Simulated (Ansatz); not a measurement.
# C₄H₆S: small, medium and large basis sets

Aim: see how fast density functionals converge with the basis set for C₄H₆S.

Program: Ansatz 0.2.0, Gaussian basis. Level of theory: one geometry, several basis sets. These are calculated values, not measurements.

Plan: PBE0-D4/def2-SVP; ωB97M-V/def2-SVP; PBE0-D4/def2-QZVPP; ωB97M-V/def2-QZVPP; the functionals' def2-TZVPP values are taken from earlier runs.

## Step 1: The relaxed structure

An earlier PBE0-D4 in a triple-zeta def2 set relaxation fixed the geometry.

SMILES `CC1=CSC1`, 11 atoms, charge 0, spin multiplicity 1.

Atoms are counted from 1 here; the program's logs count them from 0.

Bond lengths: C1–C2 1.481 Å, C1–H6 1.095 Å, C1–H7 1.092 Å, C1–H8 1.095 Å, C2–C3 1.337 Å, C2–C5 1.502 Å, C3–S4 1.766 Å, C3–H9 1.082 Å, S4–C5 1.842 Å, C5–H10 1.092 Å, C5–H11 1.092 Å. Angles: C2–C1–H6 111.4°, C2–C1–H7 110.8°, C2–C1–H8 111.4°, H6–C1–H7 108.0°, H6–C1–H8 107.0°, H7–C1–H8 108.0°, C1–C2–C3 132.9°, C1–C2–C5 128.3°, C3–C2–C5 98.7°, C2–C3–S4 98.4°, C2–C3–H9 133.7°, S4–C3–H9 127.8°, C3–S4–C5 73.4°, C2–C5–S4 89.5°, C2–C5–H10 115.8°, C2–C5–H11 115.8°, S4–C5–H10 112.0°, S4–C5–H11 112.0° and more.

Coordinates:

```xyz
11
charge 0, multiplicity 1
C    -1.3447    0.4430    0.3642
C     0.0218   -0.0833    0.1437
C     0.8398   -0.8349    0.8882
S     2.2057   -0.9141   -0.2283
C     0.9093    0.1005   -1.0542
H    -1.3627    1.5372    0.3240
H    -1.7272    0.1343    1.3388
H    -2.0397    0.0837   -0.4020
H     0.7569   -1.2850    1.8690
H     1.2475    1.1212   -1.2428
H     0.5586   -0.3595   -1.9800
```

## Step 2: PBE0-D4 in def2-SVP

Input file in.yaml:

```yaml
crystal:
  periodic: [false, false, false]
  atoms:
    - {symbol: C, position_ang: [-1.344698, 0.442973, 0.364229]}
    - {symbol: C, position_ang: [0.021824, -0.083297, 0.143699]}
    - {symbol: C, position_ang: [0.839820, -0.834938, 0.888239]}
    - {symbol: S, position_ang: [2.205702, -0.914130, -0.228306]}
    - {symbol: C, position_ang: [0.909279, 0.100521, -1.054236]}
    - {symbol: H, position_ang: [-1.362706, 1.537178, 0.323988]}
    - {symbol: H, position_ang: [-1.727152, 0.134335, 1.338836]}
    - {symbol: H, position_ang: [-2.039673, 0.083729, -0.402033]}
    - {symbol: H, position_ang: [0.756896, -1.285041, 1.868974]}
    - {symbol: H, position_ang: [1.247517, 1.121221, -1.242750]}
    - {symbol: H, position_ang: [0.558590, -0.359548, -1.980041]}
basis:
  gaussian: {orbitals: def2-SVP}
hamiltonian: {xc: pbe0, dispersion: d4}
output: {orbitals: {seedname: orbitals}}
```

The run is started by

```
> ansatz run in.yaml --threads 4 --pin off --events-out ev --progress --plain --max-ram 10444MiB
```

The runs that follow: ωB97M-V in def2-SVP; PBE0-D4 in def2-QZVPP; ωB97M-V in def2-QZVPP.

Q: Predict the results of all the runs planned. Wanted: PBE0-D4: double and triple zeta above quadruple; ωB97M-V: double and triple zeta above quadruple.

As calculated:

| quantity | value |
| --- | --- |
| PBE0-D4: double and triple zeta above quadruple | 8.97, 0.56 eV |
| ωB97M-V: double and triple zeta above quadruple | 9.15, 0.54 eV |

What this shows: For PBE0-D4 the step from double to triple zeta gains 8.41 eV and the next only 0.56 eV. Total energies overstate the basis error of differences, where much of it tends to cancel. The LUMO of ωB97M-V is positive and keeps falling with the basis (2.68 to 1.66 eV): an unbound level that the basis holds in place.
